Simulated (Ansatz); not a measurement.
The same path of C$_{2}$H$_{8}$N$_{2}$ (12 atoms, charge 0, multiplicity 1) was run twice with different band settings. The coordinate that changes most is the dihedral C1–C2–N3–H10.

The calculation used Ansatz 0.2.0, RKS r2SCAN-D4/6-31G*.

Relaxed end points:

```xyz
12
Properties=species:S:1:pos:R:3
C -1.388 0.098 -0.240
C -0.042 0.824 -0.207
N 1.004 0.213 0.621
N 1.205 -1.181 0.146
H -1.841 0.080 0.760
H -2.089 0.603 -0.917
H -1.258 -0.937 -0.570
H 0.365 0.914 -1.226
H -0.164 1.849 0.169
H 0.576 0.070 1.541
H 1.627 -1.040 -0.779
H 2.006 -1.494 0.703
```

```xyz
12
Properties=species:S:1:pos:R:3
C -1.623 0.387 -0.092
C -0.128 0.373 -0.379
N 0.554 -0.497 0.582
N 1.954 -0.650 0.116
H -1.811 0.690 0.944
H -2.139 1.084 -0.762
H -2.063 -0.608 -0.243
H 0.075 0.072 -1.424
H 0.282 1.387 -0.253
H 0.168 -1.431 0.419
H 2.321 0.305 0.184
H 2.410 -1.114 0.907
```

Common settings: movable images 5; climbing image yes; optimiser quadratic models (default); start path through a guess of the saddle point; force threshold 0.05 eV/Å; iteration limit 60; end points relaxed.

| run | spring |
| --- | --- |
| 1 | 5.0 eV/Å² |
| 2 | 50.0 eV/Å² |

Question: What does each run give, and how far can it be trusted?

Answer: Run 1: converged after 7 iterations, highest image 0.152 eV above the first end. A vibrational analysis at the climbing image gives one clearly imaginary mode, 154i cm⁻¹: a first-order saddle point.
Run 2: converged after 7 iterations, highest image 0.152 eV above the first end. Another band between the same ends (5 images) ends at a top of the same energy, where a vibrational analysis finds 1 clearly imaginary mode.
